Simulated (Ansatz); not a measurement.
```yaml
crystal:
  periodic: [false, false, false]
  atoms:
    - {symbol: C, position_ang: [-1.800919, 0.010463, -0.002408]}
    - {symbol: P, position_ang: [-0.008424, -0.007680, 0.000496]}
    - {symbol: H, position_ang: [0.897488, 1.040884, -0.001454]}
    - {symbol: H, position_ang: [0.911854, -1.043667, 0.003366]}
basis:
  gaussian: {orbitals: def2-TZVP}
magnetization: {spin_polarized: true, initial_magnetization: 3}
hamiltonian: {xc: pbe0}
relax: {f_tol: 0.004, max_steps: 80}
```

```sh
$ ansatz run in.yaml --threads 1 --pin off --events-out ev --progress --plain --max-ram 2176MiB
```

Steps of the relaxation (energy above the last step; positions in Å, forces in eV/Å):

```
4
step 1, 1522.6 meV
C    -1.801    0.010   -0.002   -1.765    0.003   -0.005
P    -0.008   -0.008    0.000    1.350    0.019    0.009
H     0.897    1.041   -0.001    0.205    0.724   -0.004
H     0.912   -1.044    0.003    0.211   -0.746    0.000
```

```
4
step 2, 1429.9 meV
C    -1.814    0.009   -0.004   -1.049   -0.003   -0.019
P     0.018   -0.006    0.004    0.834    0.011    0.051
H     0.892    1.095   -0.003    0.113    0.152   -0.016
H     0.904   -1.098    0.002    0.102   -0.159   -0.016
```

```
4
step 3, 1381.3 meV
C    -1.861    0.006   -0.014   -0.233   -0.005   -0.111
P     0.033   -0.004    0.035    0.203    0.006    0.338
H     0.911    1.105   -0.013    0.020   -0.039   -0.112
H     0.918   -1.108   -0.008    0.010    0.038   -0.114
```

```
4
step 11, 0.0 meV
C    -1.504    0.001   -0.194    0.000    0.000   -0.001
P     0.088    0.001    0.571    0.002    0.000    0.001
H     0.709    1.037   -0.190   -0.001    0.000    0.000
H     0.707   -1.039   -0.188   -0.001    0.000    0.000
```

Close pairs at the end: P2–H3 1.428 Å, P2–H4 1.428 Å, C1–P2 1.767 Å.

A stationary point of unrestricted PBE0 after 11 steps, with ⟨S²⟩ = 3.761 against 3.75 for a pure state; no frequencies were run, so it isn't proven a minimum. 26 s on 1 thread of Arm Neoverse V1, shared host.
